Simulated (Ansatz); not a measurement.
We consider rutile PbO₂, described by PBE (plane waves, PAW; Ansatz, a first-principles code).

Numerical settings: plane-wave cutoff 520 eV, 8×8×12 k mesh (along the axes of the cell as run), Fermi–Dirac smearing 0.1 eV, perturbation theory, force constants from a 4×4×4 q mesh, scalar-relativistic PAW data made under PBE.

Computed at the level's own relaxed cell. Harmonic vibrational thermodynamics at fixed volume:

| T (K) | S_vib (J/K per mol of atoms) | C_V (J/K per mol of atoms) | F_vib (eV/atom) |
|---|---|---|---|
| 0 | 0.00 | 0.00 | 0.0503 |
| 100 | 8.95 | 11.31 | 0.0466 |
| 200 | 19.03 | 17.84 | 0.0319 |
| 300 | 26.94 | 21.00 | 0.0079 |
| 500 | 38.33 | 23.32 | -0.0605 |
| 700 | 46.32 | 24.08 | -0.1487 |
| 800 | 49.55 | 24.28 | -0.1984 |

The crystal is taken as a harmonic solid at every temperature: melting, phase changes and thermal expansion are not seen, nor the electrons' share in a metal.
